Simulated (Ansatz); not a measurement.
```yaml
crystal:
  periodic: [false, false, false]
  atoms:
    - {symbol: O, position_ang: [-1.362075, 0.079620, -0.529974]}
    - {symbol: P, position_ang: [0.067982, 0.705542, -0.003595]}
    - {symbol: S, position_ang: [1.401233, -0.927629, 0.125203]}
    - {symbol: H, position_ang: [-1.987046, 0.022031, 0.198108]}
    - {symbol: H, position_ang: [0.527495, 1.032954, -1.302933]}
    - {symbol: H, position_ang: [1.394411, -0.976618, 1.466991]}
basis:
  gaussian: {orbitals: STO-3G, point_charges: [{charge: 2.00, position_ang: [6.364, 0.576, 0.964]}]}
magnetization: {spin_polarized: true, initial_magnetization: 1}
hamiltonian: {xc: {name: B3LYP}, dispersion: d3bj}
output: {forces: true}
```

```sh
$ ansatz run in.yaml --threads 2 --pin off --events-out ev --progress --plain --max-ram 4352MiB
```

Shortened log:

```
Error: a molecule whose nuclei and cores have a total charge of 42 cannot have a net charge of 0 together with 1 unpaired electrons
```

In this input the number of unpaired electrons doesn't fit the electron count. The input was rejected before any iteration.
